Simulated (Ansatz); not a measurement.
C2H3F, SMILES C=CF, a relaxed scan of one distance

Program: Ansatz 0.2.0, Python API.

Script `relaxed_scan_c2h3f.py`:
```python
"""One bond of C2H3F held at set lengths while the rest relaxes."""

import warnings

import ansatz as az
import numpy as np

GEOMETRY = """
C    -0.51170    0.05110   -0.42150
C     0.48490   -0.00770    0.37810
F     0.91680   -1.20050    0.76780
H    -0.99240   -0.78400   -0.79200
H    -0.92550    1.05620   -0.77250
H     1.06990    0.82090    0.79380
"""


def main() -> None:
    warnings.simplefilter("ignore", az.DeckWarning)

    c2h3f = az.Crystal.molecule()
    for line in GEOMETRY.strip().splitlines():
        symbol, *xyz = line.split()
        c2h3f = c2h3f.atom(symbol, [float(v) for v in xyz])

    model = (
        c2h3f.calculation()
        .basis(gaussian="def2-SVP")
        .functional("B3LYP")
    )
    symbols = [site.symbol for site in c2h3f.cartesian_sites]
    pairs = [(0, 1), (0, 3), (0, 4), (1, 2), (1, 5)]
    print("held (A)   E (eV)        ", "  ".join(f"{symbols[i]}{i}-{symbols[j]}{j}" for i, j in pairs))
    for length in [1.05, 1.14, 1.23, 1.37, 1.54]:
        r = model.relax(constraints=[az.DistanceConstraint((0, 4), at=length)], force_tolerance=0.02, max_steps=60).run(threads=1).report
        xyz = np.array(r["positions_ang"])
        print(f"{length:6.2f} {r['free_energy_ev']:14.5f}  ", "  ".join(f"{np.linalg.norm(xyz[i] - xyz[j]):.3f}" for i, j in pairs))


if __name__ == "__main__":
    main()
```

`python relaxed_scan_c2h3f.py` gives:
```text
held (A)   E (eV)         C0-C1  C0-H3  C0-H4  C1-F2  C1-H5
  1.05    -4835.17254   1.328  1.093  1.050  1.337  1.095
  1.14    -4835.16537   1.328  1.092  1.140  1.338  1.095
  1.23    -4834.93858   1.327  1.092  1.230  1.338  1.095
  1.37    -4834.35992   1.326  1.091  1.370  1.339  1.094
  1.54    -4833.52239   1.324  1.089  1.540  1.341  1.094
```

Total energies depend on the basis set; only differences at equal settings carry meaning. The energies are electronic: no zero-point or thermal terms, and the basis set is short of its limit. b3lyp holds the VWN-RPA fit, as in Gaussian; the form of ORCA and Turbomole is b3lyp5. The script silences the warnings on its input, which a real study should read. Run time: 43 s on 1 thread of Arm Neoverse V1 (shared host), peak memory 0.18 GiB.

(Lines on the test bed's own set-up are left out of the output.)
